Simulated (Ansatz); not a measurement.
**HBr, singlet: reading a ladder of total energies**

Geometry: a PBE0/def2-TZVP stationary point for this spin.

```xyz
2

Br    0.0000    0.0000    0.0000
H     0.0000    0.0000    1.4206
```

Basis cc-pVDZ; Ansatz 0.2.0. Correlated methods freeze the noble-gas cores and the filled d shells of p-block atoms, which leaves 8 electrons in 18 orbitals. Prefix R: restricted or restricted open-shell reference. No spin–orbit coupling is included, and no scalar relativity.

Full CI is exact within this basis and frozen core; it isn't the basis-set limit.

Runs differ by some tens of microhartree through their thresholds, so steps under 0.03 kcal/mol mean nothing.

```csv
level,total energy (hartree)
RHF,-2572.970205
RMP2,-2573.095751
RCCSD,-2573.111164
RCCSD(T),-2573.113188
RCCSDT,-2573.113410
RCCSDT(Q),-2573.113632
RCCSDTQ,-2573.113646
full CI,-2573.113654
```

Problem. What is the correlation energy at full CI, and what share of it do RMP2 and RCCSD recover?

Solution. E(corr) = -2573.113654 − (-2572.970205) = -0.143449 hartree = -3.903 eV. RMP2: -0.125546 / -0.143449 = 87.52 %. RCCSD: -0.140959 / -0.143449 = 98.26 %.

Problem. By how many kcal/mol does RCCSD(T) miss full CI (1 hartree = 627.509 kcal/mol), and which steps make up the rest?

Solution. -2573.113188 − (-2573.113654) = 0.000466 hartree = 0.29 kcal/mol. Steps: RCCSDT − RCCSD(T) = -0.14, RCCSDT(Q) − RCCSDT = -0.14, RCCSDTQ − RCCSDT(Q) = -0.01, full CI − RCCSDTQ = -0.01 kcal/mol. That is within 1 kcal/mol of the reference in this basis, which itself misses far more of the correlation at the basis-set limit.
